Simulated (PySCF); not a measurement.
C₂H₃, SMILES [CH]=C (connectivity only; charge and spin as stated), charge +1, multiplicity 1. Atoms are numbered in the order given.

```xyz
5

C      0.0000     0.0000     0.6721
C      0.0000     0.0000    -0.5796
H      0.0000     0.0000     1.7533
H      0.0000    -0.9393    -1.1541
H      0.0000     0.9393    -1.1541
```
Charge +1, spin multiplicity 1.

Geometry optimised at B3LYP-D3(BJ)/def2-TZVP. The spin state was assumed, not searched. The isomer is the one that the SMILES or the coordinates give; other isomers of the formula were not compared.

All values below come from B3LYP-D3(BJ)/def2-TZVP run with PySCF.

No scaling factor is applied to the harmonic values.

Computed normal modes with their intensities:
```csv
mode,ν (cm⁻¹),IR (km/mol),moving atoms (share of kinetic energy)
1,292,41.6,"H 88 %, C 12 %"
2,657,56.6,"H 73 %, C 27 %"
3,853,106.7,"H 78 %, C 22 %"
4,1081,1.0,"H 66 %, C 34 %"
5,1181,89.0,H 95 %
6,1781,54.4,"C 88 %, H 12 %"
7,3000,281.8,H 94 %
8,3048,213.0,"H 90 %, C 10 %"
9,3290,122.4,"H 87 %, C 13 %"
```
